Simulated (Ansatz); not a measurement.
Geometry optimisation, RKS B3LYP-D4/cc-pVDZ (Ansatz).

Input:

```yaml
crystal:
  periodic: [false, false, false]
  atoms:
    - { symbol: B, position_ang: [-0.005306, 0.371008, -0.533493] }
    - { symbol: "N", position_ang: [-0.049089, 0.039976, 2.198472] }
    - { symbol: H, position_ang: [-0.817065, -0.053637, 2.869988] }
    - { symbol: H, position_ang: [0.800091, 0.152436, 2.760305] }
    - { symbol: "N", position_ang: [1.299912, 0.10267, -0.941668] }
    - { symbol: H, position_ang: [1.57854, -0.778553, -1.354889] }
    - { symbol: H, position_ang: [2.072143, 0.743461, -0.802258] }
    - { symbol: H, position_ang: [-0.881263, -0.433311, -0.717651] }
    - { symbol: H, position_ang: [-0.231777, 1.453396, -0.069704] }
    - { symbol: H, position_ang: [-0.191585, 0.958054, 1.7313] }
basis:
  gaussian: { orbitals: cc-pVDZ }
hamiltonian:
  xc: b3lyp
  dispersion: d4
relax:
  f_tol: 0.03
  max_steps: 50
output:
  orbitals: {}
```

Run as:

```bash
$ ansatz run input.yaml --threads 1 --pin off --max-ram 2048MiB --backend cpu --events-out ev --progress --plain --runs-dir out
```

Task: Where does it end, and by what steps?

Result: It converged. After 32 steps the energy has fallen by 0.215 eV; H3 moved furthest, 1.37 Å. Joined: B1–N2 (2.75 → 1.72 Å).

```
step  energy less start (eV)  largest force component (eV/Å)  accepted
   0                  0.0000                           0.605       yes
   2                 -0.0543                           0.454       yes
   4                 -0.0766                           0.257       yes
   6                 -0.0768                           0.196       yes
   8                 -0.0846                           0.110       yes
  10                 -0.0876                           0.098       yes
  12                 -0.0909                           0.266       yes
  14                 -0.0937                           0.375       yes
  16                 -0.0990                           0.075       yes
  18                 -0.1015                           0.089       yes
  20                 -0.1110                           0.233       yes
  22                 -0.1533                           0.376       yes
  24                 -0.1458                           1.047        no
  26                 -0.2060                           0.058       yes
  28                 -0.2100                           0.059       yes
  30                 -0.2132                           0.121       yes
  32                 -0.2147                           0.017       yes
```

```xyz
10
Properties=species:S:1:pos:R:3
B 0.042 0.483 -0.009
N -0.015 0.328 1.699
H 0.007 -0.661 1.960
H 0.815 0.760 2.112
N 1.324 -0.167 -0.409
H 1.232 -0.989 -1.001
H 2.008 0.448 -0.842
H -0.985 -0.101 -0.345
H -0.008 1.702 -0.148
H -0.844 0.753 2.123
```

Whether the end is a true minimum wasn't checked by a vibrational analysis.

Time of the run: 45 s on 1 thread of Intel(R) Xeon(R) 6975P-C (Granite Rapids) (shared host), peak memory 0.15 GiB.
